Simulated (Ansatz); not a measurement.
CH₃, doublet: from triple and quadruple zeta to the limit

```tsv
atom	x (Å)	y (Å)	z (Å)
C	0.0000	0.0000	0.0000
H	1.0799	0.0140	-0.0003
H	-0.5521	0.9282	-0.0027
H	-0.5278	-0.9423	0.0031
```

Ansatz 0.2.0, UHF determinant, valence electrons correlated. Energies in eV.

```tsv
set	X	functions	Hartree–Fock	MP2 correlation	CCSD(T) correlation	time
def2-TZVPPD	3	88	-1076.9926	-4.3042	-4.9991	6 s on 1 × NVIDIA H100 80GB HBM3 with 1 thread of AMD EPYC 7R13 Processor (Zen 3) (shared host)
def2-QZVPPD	4	162	-1077.0477	-4.5742	-5.2248	10 s on 1 × NVIDIA H100 80GB HBM3 with 1 thread of AMD EPYC 7R13 Processor (Zen 3) (shared host)
```

Hartree–Fock is taken to follow E(X) = E∞ + A·exp(−7.88·√X), correlation E(X) = E∞ + B·X^−2.97.

**Question.** Work out the CCSD(T) energy at the limit, and how far the shortcut misses it that extrapolates MP2 and adds CCSD(T) minus MP2 from the smaller set.

**Answer.** Hartree–Fock: E∞ = E4 + 0.1377·(E4 − E3) = -1077.0552. Correlation: E∞ = E4 + 0.7407·(E4 − E3) = -5.3920 for CCSD(T) and -4.7742 for MP2. The limit is -1082.4472 eV, 0.175 eV below def2-QZVPPD. The shortcut gives a correlation energy of -4.7742 + (-0.6949) = -5.4691, 77 meV lower than the direct value.
